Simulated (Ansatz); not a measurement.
## H2Se, triplet: the ladder up to UCCSDT(Q)

Geometry: that of the H2Se, singlet, kept fixed. The singlet lies 5.1 eV lower here.

```xyz
3

Se    0.0000   -0.0256    0.0000
H     0.0000    1.0009   -1.0478
H     0.0000    1.0009    1.0478
```

Basis cc-pVTZ; Ansatz 0.2.0. Only valence electrons are correlated (noble-gas cores and the filled d shells of p-block atoms frozen), which leaves 8 electrons in 57 orbitals. Prefix R: restricted or restricted open-shell reference; prefix U: unrestricted. Active spaces: valence = (8e, 6o) chosen from the atoms' valence shells. No spin–orbit coupling is included, and no scalar relativity.

Full CI isn't at hand for all of this; UCCSDT(Q) serves as the reference, and is uncertain by about the last step of the cluster series. The frozen core follows each run's orbitals, which can shift R against U totals by a few meV for light atoms and by up to 0.1 eV past Ca.

```
UHF ⟨S²⟩                          : 2.023
T1 diagnostic (RCCSD)             : 0.0170
largest doubles amplitude (RCCSD) : 0.034
T1 diagnostic (UCCSD)             : 0.0142
```

| level | E − E(RHF) (eV) |
| --- | --- |
| UHF | -0.1809 |
| UMP2 | -4.2358 |
| UCCSD | -4.9445 |
| UCCSD(T) | -5.0994 |

Task: Estimate how far UCCSDT(Q) in cc-pVTZ lies from UCCSD(T). The table doesn't fix it; the size of (T) and the diagnostics are the guide.

Result: UCCSDT(Q) in cc-pVTZ lies 2.7 kJ/mol below UCCSD(T), which is 18 % of the (T) step (-14.9 kJ/mol). The diagnostics are small and one determinant leads, so the series closes fast and only a small part of (T) is left.

The other levels:

```csv
level,E − E(UCCSDT(Q)) (kJ/mol),share of correlation (%),wall time
UCCSDT,0.5,99.91,–
```

The correlation energy at UCCSDT(Q), counted from RHF, is -5.128 eV. That run took 20 s on 2 threads of AMD EPYC 7R13 with a shared H100 80 GB, shared host.

Run but not shown, since their state or frozen core can't be matched to the reference's or they repeat it: RHF, RMP2, CISD, RCCSD, RCCSD(T), BCCD(T), RCCSDT, RCCSDT(Q), CASSCF (valence space), NEVPT2 (valence space), NEVPT4(SD) (valence space), MRCISD (valence space), MRCISD+Q (valence space).

Times hold each run's SCF and search for its determinant on a shared host, so for small cases they say little of a method's own cost; they ran on 1 thread of AMD EPYC 7R13.

Natural occupations of CASSCF (valence space) about the gap: 1.997 1.984 1.984 1.000 1.000 0.034; effectively unpaired electrons, Σ n²(2−n)², 2.01.
